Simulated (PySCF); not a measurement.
# Orbital picture of BCl⁺

B3LYP at R = 1.610 Å; basis B aug-cc-pVDZ, Cl aug-cc-pV(D+d)Z; no relativity; PySCF 2.14. State: ²Σ⁺ (doublet), unpaired electrons σ ↑. Only the outer orbitals are listed, counted within each symmetry.

| spin | orbital | occ. | ε (eV) | on B (%) | main shells (%) |
| --- | --- | --- | --- | --- | --- |
| α | 5σ | 1 | -32.68 | 22 | 76 Cl s, 13 B s, 8 B p |
| α | 6σ | 1 | -22.25 | 35 | 49 Cl p, 33 B s, 15 Cl s |
| α | 2π | 1 | -18.56 | 16 | 83 Cl p, 15 B p |
| α | 2π | 1 | -18.56 | 16 | 83 Cl p, 15 B p |
| α | 7σ | 1 | -17.23 | 88 | 46 B s, 42 B p, 10 Cl p |
| α | 3π | 0 | -10.37 | 80 | 80 B p, 14 Cl p |
| α | 3π | 0 | -10.37 | 80 | 80 B p, 14 Cl p |
| α | 8σ | 0 | -4.68 | 86 | 44 B s, 36 B p, 10 Cl p |
| β | 5σ | 1 | -32.56 | 21 | 77 Cl s, 12 B s, 8 B p |
| β | 6σ | 1 | -21.90 | 31 | 54 Cl p, 24 B s, 14 Cl s |
| β | 2π | 1 | -18.52 | 13 | 86 Cl p, 12 B p |
| β | 2π | 1 | -18.52 | 13 | 86 Cl p, 12 B p |
| β | 7σ | 0 | -12.25 | 87 | 56 B s, 30 B p |
| β | 3π | 0 | -9.37 | 82 | 83 B p, 11 Cl p |
| β | 3π | 0 | -9.37 | 82 | 83 B p, 11 Cl p |

Task: Which are the highest filled and the lowest empty level, where do they sit, and how wide is the gap?

Result: Highest filled α 7σ at -17.23 eV (in %: 46 B s, 42 B p, 10 Cl p); lowest empty β 7σ at -12.25 eV (in %: 56 B s, 30 B p); the gap at B3LYP is 4.98 eV.

- bond order (Mayer): 1.92
- ⟨S²⟩: 0.755
- charge on B (Mulliken, basis-dependent): 0.43
- charge on B (Löwdin, basis-dependent): 0.43
- dipole moment (positive dipole points towards Cl; it is taken about the centre of mass and depends on that origin): -2.76 D
- polarisability along the bond: 25.7 bohr³
- polarisability across the bond: 17.6 bohr³

The state was picked by a PBE0 search and need not be the measured ground state.
